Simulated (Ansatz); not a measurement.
hydrogen sulfide (SMILES S) moved off its minimum; all values from Ansatz (an electronic-structure program), cores frozen in correlated methods.
(charge 0, multiplicity 1)
```xyz
3

S      0.07002     0.15686    -0.02066
H     -0.90299    -0.87761    -0.00708
H      1.08117    -0.76217    -0.01950
```

```
level                    largest force (eV/Å)  on atom  rms difference from CCSD(T)/aug-cc-pV(T+d)Z (eV/Å)  dipole (D)
-----------------------  --------------------  -------  --------------------------------------------------  ----------
HF/def2-TZVPP                            2.61       S1                                               0.320        1.13
PBE/def2-TZVPP                           1.49       S1                                               0.214        1.08
r2SCAN/def2-TZVPP                        1.82       S1                                               0.038        1.13
B3LYP/def2-TZVPP                         1.83       S1                                               0.043        1.06
wB97M-V/def2-TZVPP                       1.97       S1                                               0.037        1.05
MP2/aug-cc-pV(T+d)Z                      2.12       S1                                               0.114        0.99
CCSD(T)/aug-cc-pV(T+d)Z                  1.90       S1                                               0.000        0.96
```

The differences count from one level among others, with limits of its own. Forces at CCSD(T)/aug-cc-pV(T+d)Z (eV/Å):

```tsv
atom	Fx	Fy	Fz
S1	-0.703	-1.763	0.018
H2	1.167	1.292	-0.017
H3	-0.464	0.471	-0.001
```
